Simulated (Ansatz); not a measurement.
Basis-set extrapolation for C$_{2}$H$_{2}$F$_{4}$, SMILES `FC(F)C(F)F` (PBE0-D4/def2-TZVP geometry, frozen core, Ansatz 0.2.0). Multiplicity 1, RHF reference.

|  | def2-TZVPP | def2-QZVPP |
| --- | --- | --- |
| HF | -474.858995 | -474.879518 |
| MP2 correlation | -1.313652 | -1.432443 |
| CCSD(T) correlation | -1.370292 | not run |

Energies in hartree. Use E(X) = E(∞) + A·exp(−7.88·√X) for Hartree–Fock and E(X) = E(∞) + B·X^(−2.97) for correlation, with X = 3 and 4, and add CCSD(T) minus MP2 of the smaller set to the MP2 limit.

**Question.** What is the CCSD(T) energy at the basis-set limit?

**Answer.** HF limit: -474.879518 + (-0.020523) × 0.13774 = -474.88234. MP2 limit: -1.432443 + (-0.118791) × 0.74074 = -1.52044. Higher-order term: -1.370292 − (-1.313652) = -0.05664. Total: -476.45942 hartree, 6.26 eV below CCSD(T)/def2-TZVPP.
